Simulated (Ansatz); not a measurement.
# One shape, several levels: SiH3F (SMILES F[SiH3])

Wanted: a comparison of 6 runs (HF/STO-3G, UHF/STO-3G, B2PLYP/STO-3G, PBE0/STO-3G, r2SCAN0/STO-3G, CCSD/STO-3G) of SiH3F. 

The results are computed with Ansatz 0.2.0.

57 further runs of the same task are left out: 2 that didn't finish, 55 set aside as unsound or not needed.

### 1 The molecule

SiH3F: 5 atoms, total charge 0, spin state singlet. SMILES: `F[SiH3]`. The H3–Si2 distance was set to 2.964 Å, away from the relaxed value. At this shape a bond of the SMILES string is far longer than usual.

Bond lengths: F1–Si2 1.600 Å, Si2–H4 1.482 Å, Si2–H5 1.482 Å. Angles: F1–Si2–H4 108.3°, F1–Si2–H5 108.3°, H4–Si2–H5 110.6°.

### 2 A single-point energy at HF/STO-3G (run 1)

The input, run.yaml:

```yaml
crystal:
  periodic: [false, false, false]
  atoms:
    - {symbol: F, position_ang: [-0.863504, 0.336098, 2.270986]}
    - {symbol: Si, position_ang: [0.454396, 0.153998, 1.382286]}
    - {symbol: H, position_ang: [-0.367800, -0.192600, -1.443700]}
    - {symbol: H, position_ang: [1.179696, -1.044602, 1.864586]}
    - {symbol: H, position_ang: [1.291596, 1.366698, 1.536386]}
basis:
  gaussian:
    orbitals: STO-3G
hamiltonian:
  xc: hf
accuracy: high
```

Command:

```bash
$ ansatz run run.yaml --threads 1 --pin off --max-ram 2610MiB --events-out events.jsonl --progress --plain --runs-dir runs
```

Output:

```text
Warning: RAYON_NUM_THREADS=1 ignored (pool sized by the plan → 1); use --threads N
Functional definition: HF
  name "HF"
  exchange = exact_x
  correlation = 0
290 factors; integrals over basis functions are off by at most 3.1e-8 eV
mean field evaluation 1: about -10473.7772 eV, gradient 2.3e1 eV
mean field evaluation 2: about -10473.7931 eV, gradient 2.3e1 eV
mean field evaluation 4: about -10478.7469 eV, gradient 3.0e0 eV
mean field evaluation 8: about -10478.8161 eV, gradient 3.5e-2 eV
mean field evaluation 16: about -10474.6618 eV, gradient 8.9e-1 eV
mean field -10478.81611480 eV, -385.0893894223 hartree, gradient 1.7e-8 eV, S^2 0.000000; 0 other end points of the search recorded, 0 dependent functions left out
reference -10478.81611480 eV, -385.0893894223 hartree; 13, 13 occupied and 4, 4 virtual orbitals, 290 factors
Total energy: -10478.81611480 eV, -385.0893894223 hartree
```

It took 0.14 s on 1 thread of Intel Xeon Platinum 8259CL at 2.50GHz (Skylake/Cascade Lake), shared host.

### 3 The energy at UHF/STO-3G (run 2)

The input, job.yaml:

```yaml
crystal:
  periodic: [false, false, false]
  atoms:
    - {symbol: F, position_ang: [-0.863504, 0.336098, 2.270986]}
    - {symbol: Si, position_ang: [0.454396, 0.153998, 1.382286]}
    - {symbol: H, position_ang: [-0.367800, -0.192600, -1.443700]}
    - {symbol: H, position_ang: [1.179696, -1.044602, 1.864586]}
    - {symbol: H, position_ang: [1.291596, 1.366698, 1.536386]}
basis:
  gaussian:
    orbitals: STO-3G
magnetization:
  spin_polarized: true
  initial_magnetization: 0
hamiltonian:
  xc: hf
accuracy: high
```

Command:

```bash
$ ansatz run job.yaml --threads 1 --pin off --max-ram 2610MiB --events-out events.jsonl --progress --plain --runs-dir runs
```

Output:

```text
Warning: RAYON_NUM_THREADS=1 ignored (pool sized by the plan → 1); use --threads N
Functional definition: HF
  name "HF"
  exchange = exact_x
  correlation = 0
290 factors; integrals over basis functions are off by at most 3.1e-8 eV
mean field evaluation 1: about -10473.7772 eV, gradient 1.6e1 eV
mean field evaluation 2: about -10473.7931 eV, gradient 1.6e1 eV
mean field evaluation 4: about -10478.7469 eV, gradient 2.1e0 eV
mean field evaluation 8: about -10478.8161 eV, gradient 1.6e-2 eV
mean field evaluation 16: about -10478.8161 eV, gradient 1.9e-5 eV
mean field evaluation 32: about -10482.3996 eV, gradient 2.8e-8 eV
mean field evaluation 64: about -10478.7930 eV, gradient 1.1e-1 eV
mean field -10482.39957681 eV, -385.2210792223 hartree, gradient 2.8e-8 eV, S^2 0.963381; 3 other end points of the search recorded, 0 dependent functions left out
reference -10482.39957681 eV, -385.2210792223 hartree; 13, 13 occupied and 4, 4 virtual orbitals, 290 factors
Total energy: -10482.39957681 eV, -385.2210792223 hartree
```

Run time: 0.24 s. Hardware: 1 thread of Intel Xeon Platinum 8259CL at 2.50GHz (Skylake/Cascade Lake), shared host.

### 4 The energy at B2PLYP/STO-3G (run 3)

Edit run.yaml of step 2 so:

```diff
@@ -1 +1,4 @@
+basis:
+  gaussian:
+    orbitals: STO-3G
 crystal:
@@ -8,7 +11,6 @@
     - {symbol: H, position_ang: [1.291596, 1.366698, 1.536386]}
-basis:
-  gaussian:
-    orbitals: STO-3G
+accuracy: high
 hamiltonian:
-  xc: hf
-accuracy: high
+  xc: {name: B2PLYP}
+correlation:
+  frozen_orbitals: {F: 1, H: 0, Si: 5}
```

Command:

```bash
$ ansatz run run.yaml --threads 1 --pin off --max-ram 2610MiB --events-out events.jsonl --progress --plain --runs-dir runs
```

Output (excerpt; [...] marks lines left out):

```text
Warning: RAYON_NUM_THREADS=1 ignored (pool sized by the plan → 1); use --threads N
Functional definition: B2PLYP
  name "B2PLYP"
[...]
290 factors; integrals over basis functions are off by at most 3.1e-8 eV
[...]
mean field -10497.87189456 eV, -385.7896764120 hartree, gradient 1.6e-8 eV, S^2 0.000000; 0 other end points of the search recorded, 0 dependent functions left out; unrestricted orbitals would lower it
6 core orbitals not correlated: weight in the atoms' cores, before any rotation towards them, 1.000 or more for the frozen orbitals, at most 0.000 for the correlated occupied ones
reference -10497.87191133 eV, -385.7896770281 hartree; 7, 7 occupied and 4, 4 virtual orbitals, 290 factors
second order -5.31421120 eV of doubles, -0.00000000 eV of singles
Total energy: -10499.30674835 eV, -385.8424063162 hartree
```

Run time: 1.4 s. Hardware: 1 thread of Intel Xeon Platinum 8259CL at 2.50GHz (Skylake/Cascade Lake), shared host; peak memory 0.11 GiB.

Runs 4 to 5 aren't shown in full; the table further down has their settings and results.

### 5 A single-point energy at CCSD/STO-3G (run 6)

The input, input.yaml:

```yaml
crystal:
  periodic: [false, false, false]
  atoms:
    - symbol: F
      position_ang: [-0.863504, 0.336098, 2.270986]
    - symbol: Si
      position_ang: [0.454396, 0.153998, 1.382286]
    - symbol: H
      position_ang: [-0.367800, -0.192600, -1.443700]
    - symbol: H
      position_ang: [1.179696, -1.044602, 1.864586]
    - symbol: H
      position_ang: [1.291596, 1.366698, 1.536386]
basis:
  gaussian:
    orbitals: STO-3G
correlation:
  method: ccsd
  frozen_orbitals: {F: 1, H: 0, Si: 5}
accuracy: high
scf:
  omitted_lower_state_checks: [cluster_reference, increment]
```

Command:

```bash
$ ansatz run input.yaml --threads 1 --pin off --max-ram 2610MiB --events-out events.jsonl --progress --plain --runs-dir runs
```

Output (excerpt; [...] marks lines left out):

```text
Warning: RAYON_NUM_THREADS=1 ignored (pool sized by the plan → 1); use --threads N
Functional definition: HF
  name "HF"
[...]
290 factors; integrals over basis functions are off by at most 3.1e-8 eV
[...]
mean field -10478.81611480 eV, -385.0893894223 hartree, gradient 1.7e-8 eV, S^2 0.000000; 1 other end points of the search recorded, 0 dependent functions left out; unrestricted orbitals would lower it
6 core orbitals not correlated: weight in the atoms' cores, before any rotation towards them, 1.000 or more for the frozen orbitals, at most 0.000 for the correlated occupied ones
reference -10478.81611480 eV, -385.0893894223 hartree; 7, 7 occupied and 4, 4 virtual orbitals, 290 factors
second order -3.45754152 eV of doubles, -0.00000000 eV of singles
cycle   1  -3.20035825 eV  change    -1.1e0 eV  update   1.5e-1
[...]
cycle  25  -5.36808293 eV  change   3.2e-10 eV  update  4.4e-10
WARN: these amplitudes may be one of several solutions (largest doubles amplitude 0.65, level shift 8.57 eV)
Total energy: -10484.18419773 eV, -385.2866628312 hartree
Checks for a lower state left out: cluster_reference, increment
```

Wall time 0.2 s (1 thread of Intel Xeon Platinum 8259CL at 2.50GHz (Skylake/Cascade Lake), shared host).

### 6 The series

| run | level | frozen core orbitals | energy (Eh) | wall time |
| --- | --- | --- | --- | --- |
| 1 | HF/STO-3G | – | -385.089389 | 0.14 s |
| 2 | UHF/STO-3G | – | -385.221079 | 0.24 s |
| 3 | B2PLYP/STO-3G | 6 | -385.842406 | 1.4 s |
| 4 | PBE0/STO-3G | – | -385.894665 | 1.1 s |
| 5 | r2SCAN0/STO-3G | – | -386.041420 | 2.2 s |
| 6 | CCSD/STO-3G | 6 | -385.286663 | 0.2 s |

### 7 Results

```
                                          quantity          value
                               run 6: total energy  -385.28666 Eh
run 6: correlation energy (6 core orbitals frozen)     -197.3 mEh
                              run 6: T1 diagnostic          0.028
```

In words: Totals of different functionals can't be ranked against each other. In runs 3, 6 the log says that unrestricted orbitals would lower the reference, so the values rest on an unstable closed-shell determinant (other closed-shell runs at this shape may share the fault). In runs 1, 2, 3, 4, 5, 6 the basis is minimal, so the values are rough. In runs 1, 3, 4, 5, 6 a closed-shell determinant meets a far-stretched bond, which it describes badly. Spin contamination of the reference: run 2 ⟨S²⟩ = 0.96. Where it is this large, the reference is a mixture of spin states, and values that rest on it are in doubt. All runs together took 5.4 s, the longest 2.2 s.
